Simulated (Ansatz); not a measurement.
Born–Oppenheimer molecular dynamics of AlClFH (4 atoms, charge 0, multiplicity 1). It starts at the highest image of a converged band, a first-order saddle point between two minima.

Computed with RKS PBE-D4/def2-SVP in Ansatz 0.2.0.

| Quantity | Value |
| --- | --- |
| ensemble | NVE (velocity Verlet) |
| time step | 0.5 fs |
| steps asked | 200 |
| starting velocities drawn for | 100 K |
| seed | 10459 |

Frames 2.5 fs apart, positions in Å, forces in eV/Å.

Velocities at 10.0 fs (Å/ps):

```
Al -0.36 2.26 -1.93
F 0.16 -0.70 0.27
H 5.62 -29.45 28.39
Cl 0.03 -0.50 0.52
```

```xyz
4
Properties=species:S:1:pos:R:3:forces:R:3 time_fs=10.0 energy_less_start_eV=-0.077 T=399
Al 0.018 0.516 -0.413 -0.23 1.31 -0.84
F 0.525 -1.084 0.471 0.34 -0.89 0.51
H 1.310 -0.778 -0.168 0.10 -0.36 0.17
Cl -1.857 1.217 0.318 -0.21 -0.05 0.16
4
Properties=species:S:1:pos:R:3:forces:R:3 time_fs=12.5 energy_less_start_eV=-0.133 T=616
Al 0.017 0.523 -0.419 -0.08 1.41 -1.01
F 0.525 -1.088 0.472 0.12 -1.11 0.79
H 1.328 -0.862 -0.093 0.27 -0.24 -0.01
Cl -1.858 1.215 0.319 -0.31 -0.05 0.23
4
Properties=species:S:1:pos:R:3:forces:R:3 time_fs=15.0 energy_less_start_eV=-0.190 T=836
Al 0.016 0.533 -0.427 0.12 1.31 -1.07
F 0.527 -1.095 0.476 -0.05 -1.14 0.90
H 1.362 -0.959 -0.019 0.31 -0.12 -0.11
Cl -1.858 1.214 0.321 -0.38 -0.05 0.28
4
Properties=species:S:1:pos:R:3:forces:R:3 time_fs=17.5 energy_less_start_eV=-0.243 T=1038
Al 0.015 0.546 -0.438 0.34 1.07 -1.02
F 0.528 -1.105 0.483 0.42 -1.01 0.60
H 1.411 -1.064 0.051 -0.32 -0.02 0.12
Cl -1.860 1.212 0.323 -0.43 -0.05 0.31
4
Properties=species:S:1:pos:R:3:forces:R:3 time_fs=20.0 energy_less_start_eV=-0.282 T=1191
Al 0.014 0.562 -0.451 0.46 0.88 -0.96
F 0.531 -1.119 0.492 0.68 -0.96 0.45
H 1.441 -1.170 0.127 -0.70 0.13 0.18
Cl -1.862 1.211 0.326 -0.44 -0.05 0.32
4
Properties=species:S:1:pos:R:3:forces:R:3 time_fs=22.5 energy_less_start_eV=-0.327 T=1366
Al 0.015 0.580 -0.466 0.50 0.78 -0.91
F 0.535 -1.135 0.502 -0.09 -0.82 0.70
H 1.435 -1.269 0.212 0.02 0.10 -0.12
Cl -1.864 1.209 0.330 -0.43 -0.06 0.32
4
Properties=species:S:1:pos:R:3:forces:R:3 time_fs=25.0 energy_less_start_eV=-0.358 T=1486
Al 0.017 0.599 -0.482 0.48 0.67 -0.81
F 0.539 -1.154 0.515 -0.57 -0.61 0.75
H 1.430 -1.362 0.291 0.47 0.02 -0.24
Cl -1.868 1.208 0.333 -0.37 -0.08 0.30
4
Properties=species:S:1:pos:R:3:forces:R:3 time_fs=27.5 energy_less_start_eV=-0.389 T=1605
Al 0.020 0.620 -0.501 0.42 0.53 -0.66
F 0.542 -1.175 0.529 0.31 -0.72 0.45
H 1.444 -1.452 0.358 -0.45 0.28 -0.04
Cl -1.872 1.206 0.338 -0.28 -0.10 0.25
4
Properties=species:S:1:pos:R:3:forces:R:3 time_fs=30.0 energy_less_start_eV=-0.417 T=1712
Al 0.024 0.642 -0.521 0.30 0.44 -0.52
F 0.546 -1.199 0.546 0.34 -0.65 0.39
H 1.437 -1.526 0.421 -0.48 0.32 -0.06
Cl -1.877 1.204 0.343 -0.16 -0.12 0.19
4
Properties=species:S:1:pos:R:3:forces:R:3 time_fs=32.5 energy_less_start_eV=-0.440 T=1802
Al 0.028 0.665 -0.543 0.16 0.39 -0.38
F 0.550 -1.224 0.563 -0.71 -0.15 0.44
H 1.407 -1.583 0.480 0.57 -0.10 -0.17
Cl -1.881 1.201 0.348 -0.02 -0.14 0.11
4
Properties=species:S:1:pos:R:3:forces:R:3 time_fs=35.0 energy_less_start_eV=-0.460 T=1877
Al 0.033 0.689 -0.565 0.01 0.31 -0.22
F 0.552 -1.250 0.582 -0.35 -0.18 0.32
H 1.403 -1.643 0.529 0.22 0.03 -0.12
Cl -1.886 1.199 0.353 0.12 -0.15 0.03
4
Properties=species:S:1:pos:R:3:forces:R:3 time_fs=37.5 energy_less_start_eV=-0.464 T=1895
Al 0.038 0.713 -0.587 -0.14 0.23 -0.06
F 0.554 -1.277 0.602 0.47 -0.48 0.20
H 1.410 -1.700 0.571 -0.60 0.42 -0.08
Cl -1.891 1.196 0.359 0.27 -0.17 -0.06
```

Of the whole run (100 fs, mean temperature of the second half 1452 K): The conserved energy stayed within 0.037 meV per atom of its start (net change -0.011 meV per atom), so the integration is sound. The system heated up, since it started high on the potential surface and ran downhill. A run of 0.1 ps of so small a system gives no equilibrium averages. The orbitals stay closed-shell, which can raise the energy where a bond breaks towards radicals; this wasn't checked here.

The run took 2.7 min on 1 thread of Arm Neoverse V2 (shared host), peak memory 0.097 GiB.
